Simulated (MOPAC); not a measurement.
MOPAC input (PM7):

```
PM7 FORCE THERMO(298,298) PRECISE LET UHF MS=0.5 GEO-OK AUX(PRECISION=9) THREADS=1
CH3S

C    -0.04586833 1    1.06206428 1   -0.22770211 1
S    -0.00940765 1   -0.52058080 1    0.17234914 1
H     0.62234066 1   -1.09569991 1   -0.86027397 1
H    -0.50464948 1    1.77714688 1    0.43396585 1
H     0.35115881 1    1.50893707 1   -1.11644906 1
```

Which zero-point energy does it print?

18.79 kcal/mol, from the harmonic wavenumbers of PM7.
